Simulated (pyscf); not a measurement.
Substitution at S: H₃Si–S–SnH₃ + H• -> SiH₃• + HS–SnH₃

Gas phase, doublet surface, charge 0. Bonds broken: Si1–S2. Bonds formed: S2–H10. Structures and frequencies: ωB97X-D3(BJ)/def2-SVP in PySCF.

Transition state (Å):

```xyz
10

Si    -2.0842     1.0206    -0.6719
S     -0.9091    -0.5235     0.5917
Sn     0.7147    -1.0010    -1.1269
H     -2.3976     0.4531    -2.0185
H     -3.3453     1.2570     0.0813
H     -1.3461     2.3071    -0.8469
H      2.1354    -1.4922    -0.3310
H      0.0968    -2.2237    -2.1400
H      0.9213     0.4585    -1.9821
H     -0.3651    -1.7204     1.5123
```

One imaginary mode, 572i cm⁻¹; descent along it reached the two sides named.

```
bond    change  reactant side (Å)  saddle  product side
------  ------  -----------------  ------  ------------
Si1–S2  breaks              2.133   2.316           3.3
S2–H10   forms                3.6   1.605         1.347
```

Electronic energies relative to the separated reactants (kJ/mol):

```json
[
 {"level": "ωB97X-D3(BJ)/def2-TZVP", "barrier": "38.4", "reaction energy": "+12.9", "reverse barrier": "25.5"},
 {"level": "PBE/def2-TZVP", "barrier": "3.6", "reaction energy": "-18.1", "reverse barrier": "21.7"},
 {"level": "r²SCAN/def2-TZVP", "barrier": "5.6", "reaction energy": "-19.1", "reverse barrier": "24.7"},
 {"level": "B3LYP-D3(BJ)/def2-TZVP", "barrier": "10.5", "reaction energy": "-20.1", "reverse barrier": "30.6"},
 {"level": "PBE0-D3(BJ)/def2-TZVP", "barrier": "16.6", "reaction energy": "-6.9", "reverse barrier": "23.5"},
 {"level": "M06-2X/def2-TZVP", "barrier": "32.2", "reaction energy": "-12.3", "reverse barrier": "44.6"},
 {"level": "ωB97M-D3(BJ)/def2-TZVP", "barrier": "34.2", "reaction energy": "-8.8", "reverse barrier": "43.0"},
 {"level": "HF/def2-TZVP", "barrier": "93.1", "reaction energy": "-14.8", "reverse barrier": "108.0"}
]
```

With ωB97M-D3(BJ)/def2-TZVP energies and thermal terms (ideal gas, 1 atm, RRHO with modes under 100 cm⁻¹ raised to 100, one conformer, R ln 2 for chiral ones without a mode under 150 cm⁻¹), in kJ/mol:

| T (K) | ΔH‡ | ΔG‡ | ΔH | ΔG |
|---|---|---|---|---|
| 298 | 33.3 | 60.5 | -2.7 | -17.7 |
| 600 | 31.8 | 88.7 | -7.2 | -31.2 |
| 900 | 30.5 | 117.4 | -12.4 | -42.0 |
| 1200 | 29.2 | 146.6 | -17.3 | -51.1 |

Abstraction by the radical was not located in this set and often lies lower. One saddle was located; it need not be the lowest between these sides. The angle at the attacked S is 169°. Elements past Kr carry the def2 core potentials, without spin-orbit coupling.
